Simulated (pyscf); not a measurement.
# Substitution at C: H₃C–NH₂ + CH₃• → H₃C–CH₂–NH₂ + H•

Gas phase, doublet surface, charge 0. Bonds broken: C1–H3. Bonds formed: C1–C8. PySCF, gas phase, ωB97X-D3(BJ)/def2-SVP geometries.

Transition state (Å):

```xyz
11

C      0.5630    -0.3802     0.3309
N      1.2032     0.5759     1.2282
H      1.3362    -1.4309     0.7260
H     -0.2929    -1.0132     0.6399
H      1.0241    -0.5608    -0.6574
H      1.6114     0.1168     2.0374
H      0.5418     1.2740     1.5581
C     -0.5984     0.7936    -0.4940
H     -1.3112     1.1375     0.2705
H     -1.1085     0.2515    -1.3010
H      0.0270     1.6127    -0.8736
```

One imaginary mode, 1552i cm⁻¹; descent along it reached the two sides named.

| bond | change | reactant side (Å) | saddle | product side |
|---|---|---|---|---|
| C1–H3 | breaks | 1.103 | 1.363 | 3.8 |
| C1–C8 | forms | 3.7 | 1.846 | 1.524 |

Electronic energies relative to the separated reactants (kcal/mol):

```csv
level,barrier,reaction energy,reverse barrier
ωB97X-D3(BJ)/def2-TZVP,52.4,+9.6,42.9
PBE/def2-TZVP,43.0,+9.3,33.7
r²SCAN/def2-TZVP,47.8,+14.1,33.6
B3LYP-D3(BJ)/def2-TZVP,50.1,+13.7,36.4
PBE0-D3(BJ)/def2-TZVP,47.5,+9.3,38.2
M06-2X/def2-TZVP,50.9,+9.8,41.1
ωB97M-D3(BJ)/def2-TZVP,51.8,+10.4,41.3
HF/def2-TZVP,75.6,+16.6,59.0
```

With ωB97M-D3(BJ)/def2-TZVP energies and thermal terms (ideal gas, 1 atm, RRHO with modes under 100 cm⁻¹ raised to 100, one conformer, R ln 2 for chiral ones without a mode under 150 cm⁻¹), in kcal/mol:

```json
[
 {"T (K)": "298", "ΔH‡": "50.6", "ΔG‡": "60.9", "ΔH": "+9.6", "ΔG": "+13.1"},
 {"T (K)": "600", "ΔH‡": "50.6", "ΔG‡": "71.5", "ΔH": "+10.0", "ΔG": "+16.6"},
 {"T (K)": "900", "ΔH‡": "51.3", "ΔG‡": "81.8", "ΔH": "+11.0", "ΔG": "+19.7"},
 {"T (K)": "1200", "ΔH‡": "52.1", "ΔG‡": "91.9", "ΔH": "+12.1", "ΔG": "+22.5"}
]
```

The same reactants have a lower exit, to H₃C–NH• + CH₄ (barrier +11.9 kcal/mol at ωB97M-D3(BJ)/def2-TZVP, against +51.8 kcal/mol here). One saddle was located; it need not be the lowest between these sides. The angle at the attacked C is 168°.
